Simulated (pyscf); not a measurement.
7 gas-phase steps of one pattern: addition across a multiple bond or ene-type step on the singlet surface, H–O broken and Ge–O + H–O or H–O + O–Si or H–O + O–Sn formed. PySCF, gas phase, ωB97X-D3(BJ)/def2-SVP geometries. Electronic energies in eV, between the relaxed ends of the descent from the saddle (adducts or complexes of the species named), with the reactant end as zero; ΔE‡ and ΔE at ωB97X-D3(BJ)/def2-TZVP. Rows were drawn at random from the steps of this pattern with a verified saddle, stable references and a bound adduct at one end at least.

| row | step | ΔE | ΔE‡ |
|---|---|---|---|
| 1 | O=SiH₂ (SMILES O=[SiH2]) + H₂O (SMILES O) -> HO–SiH₂–OH (SMILES O[SiH2]O) | -2.27 | 0.09 |
| 2 | O=Si(Cl)–Cl (SMILES O=[Si](Cl)Cl) + H₂O (SMILES O) → HO–Si(OH)(Cl)–Cl (SMILES O[Si](O)(Cl)Cl) | -2.19 | 0.17 |
| 3 | H₂O (SMILES O) + O=Si(OH)–F (SMILES O=[Si](O)F) → HO–Si(OH)(OH)–F (SMILES O[Si](O)(O)F) | -2.17 | 0.16 |
| 4 | H₂O (SMILES O) + O=Si(OH)–OH (SMILES O=[Si](O)O) → HO–Si(OH)(OH)–OH (SMILES O[Si](O)(O)O) | -2.15 | ? |
| 5 | O=Si=O (SMILES O=[Si]=O) + H₂O (SMILES O) → O=Si(OH)–OH (SMILES O=[Si](O)O) | -2.01 | 0.36 |
| 6 | O=Sn(OH)–OH (SMILES [O]=[Sn]([OH])[OH]) + H₂O (SMILES O) -> HO–Sn(OH)(OH)–OH (SMILES [OH][Sn]([OH])([OH])[OH]) | -1.87 | 0.09 |
| 7 | O=Ge=O (SMILES [O]=[Ge]=[O]) + H₂O (SMILES O) → O=Ge(OH)–OH (SMILES [O]=[Ge]([OH])[OH]) | -1.54 | 0.41 |

**Question.** Fit ΔE‡ = a + b·ΔE to the other rows and predict row 4.

**Answer.** Over the 6 complete rows the means are -2.01 (ΔE) and 0.21 (ΔE‡); least squares gives b = 0.34 and a = 0.90 eV, with residuals of 0.09 eV (root mean square; largest 0.17, row 6). For row 4: 0.90 + 0.34 × (-2.15) = 0.17 eV. The computed barrier is 0.12 eV, 0.05 under the line. The scatter is large against the spread of the barriers, so the line says little here. Each barrier is that of the saddle found. Elements up to Kr have no core potential and no relativistic terms here. Elements past Kr carry the def2 core potentials, without spin-orbit coupling.
